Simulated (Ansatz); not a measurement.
Relaxation of C3H7NO (12 atoms, charge 0, multiplicity 1), to a largest force component of 0.015 eV/Å in at most 40 steps.

Level of theory: RKS revPBE/def2-SVP in Ansatz 0.2.0.

```xyz
12
Properties=species:S:1:pos:R:3
C -1.090 1.398 0.739
N -1.267 0.164 0.628
C -0.029 -0.532 0.836
O 0.045 -1.583 1.912
C -0.028 -0.879 3.182
H -2.017 2.106 0.581
H -0.158 1.953 0.957
H 0.797 0.130 1.001
H 0.255 -1.113 -0.132
H 0.014 -1.666 3.910
H -0.963 -0.319 3.263
H 0.835 -0.242 3.286
```

Q: Where does it end, and by what steps?

A: The forces met the threshold. After 15 steps the energy has fallen by 0.607 eV; H7 moved furthest, 0.63 Å.

```
step  energy less start (eV)  largest force component (eV/Å)  accepted
   0                  0.0000                           4.075       yes
   1                 -0.4680                           2.051       yes
   2                 -0.5727                           0.820       yes
   3                 -0.5913                           0.369       yes
   4                 -0.5969                           0.106       yes
   5                 -0.5990                           0.165       yes
   6                 -0.6019                           0.150       yes
   7                 -0.6040                           0.206       yes
   8                 -0.6045                           0.138       yes
   9                 -0.5998                           0.502        no
  10                 -0.6063                           0.056       yes
  11                 -0.6047                           0.145        no
  12                 -0.6066                           0.067       yes
  13                 -0.6066                           0.074       yes
  14                 -0.6069                           0.018       yes
  15                 -0.6069                           0.007       yes
```

```xyz
12
Properties=species:S:1:pos:R:3
C -1.151 1.520 0.563
N -1.207 0.287 0.886
C 0.040 -0.477 0.930
O 0.018 -1.500 1.892
C -0.019 -1.032 3.231
H -2.090 2.107 0.491
H -0.202 2.072 0.337
H 0.935 0.193 1.073
H 0.147 -0.992 -0.051
H 0.020 -1.922 3.889
H -0.952 -0.464 3.453
H 0.855 -0.375 3.469
```

Whether the end is a true minimum wasn't checked by a vibrational analysis.

Time of the run: 26 s on 2 threads of Arm Neoverse V2, with other jobs on the host, peak memory 0.13 GiB.
